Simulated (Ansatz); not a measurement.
Born–Oppenheimer molecular dynamics of CH3ClF (6 atoms, charge 0, multiplicity 2). It starts from a rough guess of a transition structure, not a stationary point.

Computed with UKS PBE0-D4/def2-SVP in Ansatz 0.2.0.

```
ensemble                      : NVE (velocity Verlet)
time step                     : 0.5 fs
steps asked                   : 150
starting velocities drawn for : 1000 K
seed                          : 390277
```

Frames 2.5 fs apart, positions in Å.

Velocities at 30.0 fs (Å/ps):

```
H -3.03 -45.91 30.19
Cl 0.68 4.71 1.11
C 5.79 1.27 1.52
F -4.87 -6.41 -5.61
H 16.07 -14.80 1.94
H -13.92 0.79 16.42
```

```xyz
6
Properties=species:S:1:pos:R:3 time_fs=30.0 energy_less_start_eV=0.148 T=715
H -0.371 -0.778 0.027
Cl -0.091 -2.423 -0.221
C -0.043 0.526 -0.009
F 0.730 0.676 1.032
H -0.911 1.240 0.006
H 0.447 0.869 -0.957
6
Properties=species:S:1:pos:R:3 time_fs=32.5 energy_less_start_eV=0.253 T=514
H -0.369 -0.866 0.080
Cl -0.090 -2.411 -0.218
C -0.031 0.529 -0.008
F 0.720 0.660 1.020
H -0.892 1.179 0.030
H 0.430 0.838 -0.924
6
Properties=species:S:1:pos:R:3 time_fs=35.0 energy_less_start_eV=0.051 T=901
H -0.345 -0.937 0.082
Cl -0.089 -2.397 -0.215
C -0.027 0.529 -0.012
F 0.715 0.645 1.014
H -0.949 1.102 0.088
H 0.469 0.761 -0.951
6
Properties=species:S:1:pos:R:3 time_fs=37.5 energy_less_start_eV=-0.092 T=1178
H -0.305 -1.032 0.038
Cl -0.088 -2.381 -0.211
C -0.030 0.529 -0.023
F 0.715 0.631 1.016
H -1.046 1.011 0.151
H 0.530 0.655 -1.006
6
Properties=species:S:1:pos:R:3 time_fs=40.0 energy_less_start_eV=-0.009 T=1018
H -0.261 -1.134 -0.029
Cl -0.088 -2.365 -0.207
C -0.040 0.531 -0.042
F 0.720 0.619 1.023
H -1.095 0.888 0.181
H 0.548 0.540 -1.012
6
Properties=species:S:1:pos:R:3 time_fs=42.5 energy_less_start_eV=0.041 T=920
H -0.238 -1.126 -0.086
Cl -0.087 -2.353 -0.204
C -0.053 0.536 -0.063
F 0.727 0.606 1.032
H -1.087 0.750 0.164
H 0.509 0.436 -0.972
6
Properties=species:S:1:pos:R:3 time_fs=45.0 energy_less_start_eV=0.087 T=832
H -0.237 -0.999 -0.130
Cl -0.086 -2.346 -0.201
C -0.061 0.542 -0.074
F 0.733 0.594 1.038
H -1.102 0.625 0.119
H 0.465 0.348 -0.973
6
Properties=species:S:1:pos:R:3 time_fs=47.5 energy_less_start_eV=0.291 T=439
H -0.240 -0.905 -0.175
Cl -0.084 -2.340 -0.198
C -0.061 0.547 -0.073
F 0.735 0.583 1.040
H -1.168 0.527 0.070
H 0.442 0.282 -1.034
6
Properties=species:S:1:pos:R:3 time_fs=50.0 energy_less_start_eV=0.372 T=284
H -0.240 -0.919 -0.219
Cl -0.083 -2.333 -0.195
C -0.056 0.548 -0.067
F 0.733 0.573 1.037
H -1.192 0.465 0.030
H 0.415 0.269 -1.066
6
Properties=species:S:1:pos:R:3 time_fs=52.5 energy_less_start_eV=0.155 T=696
H -0.237 -1.036 -0.259
Cl -0.083 -2.324 -0.192
C -0.052 0.545 -0.060
F 0.728 0.564 1.028
H -1.138 0.443 0.013
H 0.386 0.315 -1.031
6
Properties=species:S:1:pos:R:3 time_fs=55.0 energy_less_start_eV=0.332 T=364
H -0.245 -1.137 -0.304
Cl -0.082 -2.318 -0.189
C -0.046 0.544 -0.052
F 0.719 0.556 1.016
H -1.086 0.448 0.039
H 0.396 0.391 -0.996
6
Properties=species:S:1:pos:R:3 time_fs=57.5 energy_less_start_eV=0.036 T=926
H -0.283 -1.061 -0.370
Cl -0.080 -2.320 -0.185
C -0.037 0.545 -0.043
F 0.711 0.547 1.005
H -1.117 0.463 0.104
H 0.462 0.476 -1.020
```

Of the whole run (75 fs, mean temperature of the second half 747 K): The conserved energy stayed within 0.58 meV per atom of its start (net change 0.064 meV per atom), so the integration is sound. A run of 0.075 ps of so small a system gives no equilibrium averages.

Time of the run: 11 min on 1 CPU thread of a shared host.
